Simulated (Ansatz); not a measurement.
# SiH₂, singlet in cc-pVDZ: errors against full CI

Geometry: a point of a stretch scan, not a stationary point.

```yaml
atoms:
  - { symbol: Si, position_ang: [0.0000, -0.0644, -0.0072] }
  - { symbol: H, position_ang: [0.0000, 0.7913, -0.8811] }
  - { symbol: H, position_ang: [0.0000, 1.0029, 1.0828] }
```

Basis cc-pVDZ; Ansatz 0.2.0. Correlated methods freeze the noble-gas cores, which leaves 6 electrons in 23 orbitals. R marks a restricted (for open shells ROHF) determinant, U an unrestricted one. Active spaces: pair = (2e, 2o) about the gap; valence = (6e, 6o) chosen from the atoms' valence shells.

Full CI is exact within this basis and frozen core; it isn't the basis-set limit. The frozen core follows each run's orbitals, which can shift R against U totals by a few meV.

The UHF ⟨S²⟩ is 0.437, the T1 diagnostic (RCCSD) is 0.0130 and the largest doubles amplitude (RCCSD) is 0.116.

```csv
level,E − E(RHF) (eV)
RMP2,-2.4024
RCCSD,-3.1664
RCCSD(T),-3.2233
```

Estimate how far full CI in cc-pVDZ lies from RCCSD(T). The table doesn't fix it; the size of (T) and the diagnostics are the guide.

Full CI in cc-pVDZ lies 0.42 kcal/mol below RCCSD(T), which is 32 % of the (T) step (-1.31 kcal/mol). RHF is unstable towards spin polarisation, and the rest is a large part of (T).

The other levels:

```json
{"level": "CISD", "E − E(full CI) (kcal/mol)": "4.84", "share of correlation (%)": "93.52", "wall time": "0.39 s"}
{"level": "BCCD(T)", "E − E(full CI) (kcal/mol)": "0.42", "share of correlation (%)": "99.44", "wall time": "0.24 s"}
{"level": "RCCSDT", "E − E(full CI) (kcal/mol)": "0.07", "share of correlation (%)": "99.90", "wall time": "–"}
{"level": "RCCSDT(Q)", "E − E(full CI) (kcal/mol)": "0.01", "share of correlation (%)": "99.98", "wall time": "0.66 s"}
{"level": "RCCSDTQ", "E − E(full CI) (kcal/mol)": "0.00", "share of correlation (%)": "100.00", "wall time": "4.2 s"}
{"level": "CASSCF (pair space)", "E − E(full CI) (kcal/mol)": "62.18", "share of correlation (%)": "16.82", "wall time": "–"}
{"level": "NEVPT2 (pair space)", "E − E(full CI) (kcal/mol)": "16.90", "share of correlation (%)": "77.39", "wall time": "0.3 s"}
{"level": "CASSCF (valence space)", "E − E(full CI) (kcal/mol)": "45.90", "share of correlation (%)": "38.59", "wall time": "–"}
{"level": "NEVPT2 (valence space)", "E − E(full CI) (kcal/mol)": "15.14", "share of correlation (%)": "79.75", "wall time": "0.42 s"}
{"level": "MRCISD (valence space)", "E − E(full CI) (kcal/mol)": "1.97", "share of correlation (%)": "97.36", "wall time": "–"}
{"level": "MRCISD+Q (valence space)", "E − E(full CI) (kcal/mol)": "0.17", "share of correlation (%)": "99.77", "wall time": "0.75 s"}
```

The correlation energy at full CI, counted from RHF, is -3.241 eV. That run took 4.6 s on 1 thread of Arm Neoverse V1, shared host over 1,573,121 determinants.

Run but not shown, since their state or frozen core can't be matched to the reference's or they repeat it: UHF.

Times hold each run's SCF and search for its determinant on a shared host, so for small cases they say little of a method's own cost; they ran on 1 thread of Arm Neoverse V1.

The full-CI state has the irrep A' of Cs, in the program's axes.

Natural occupations of full CI about the gap: 1.966 1.951 1.890 0.071 0.038 0.017 0.014 0.009 0.008 0.008; effectively unpaired electrons, Σ n²(2−n)², 0.08.
